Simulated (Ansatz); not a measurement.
B–O–GeH, triplet: reading a ladder of total energies

Geometry: that of the B–O–GeH, singlet, kept fixed.

```xyz
4

B     0.0000   -0.1870    2.3974
O     0.0000    0.2753    1.2018
Ge    0.0000   -0.0537   -0.6084
H     0.0000    1.5080   -0.9449
```

Basis cc-pVTZ; Ansatz 0.2.0. Only valence electrons are correlated (noble-gas cores and the filled d shells of p-block atoms frozen), which leaves 14 electrons in 101 orbitals. R marks a restricted (for open shells ROHF) determinant, U an unrestricted one. No spin–orbit coupling is included, and no scalar relativity.

Full CI isn't at hand for all of this; UCCSDT(Q) serves as the reference, and is uncertain by about the last step of the cluster series.

Runs differ by some tens of microhartree through their thresholds and, for an open shell, their frozen cores, so steps under 0.03 kcal/mol mean nothing.

```csv
level,total energy (hartree)
UHF,-2175.501839
UMP2,-2175.879667
UCCSD,-2175.902531
UCCSD(T),-2175.920092
UCCSDT,-2175.920978
UCCSDT(Q),-2175.922084
```

**Question.** What is the correlation energy at UCCSDT(Q), and what share of it do UMP2 and UCCSD recover?

**Answer.** E(corr) = -2175.922084 − (-2175.501839) = -0.420245 hartree = -11.435 eV. UMP2: -0.377828 / -0.420245 = 89.91 %. UCCSD: -0.400692 / -0.420245 = 95.35 %.

**Question.** By how many kcal/mol does UCCSD(T) miss UCCSDT(Q) (1 hartree = 627.509 kcal/mol), and which steps make up the rest?

**Answer.** -2175.920092 − (-2175.922084) = 0.001992 hartree = 1.25 kcal/mol. Steps: UCCSDT − UCCSD(T) = -0.56, UCCSDT(Q) − UCCSDT = -0.69 kcal/mol. Differences between like states or geometries often cancel part of this.
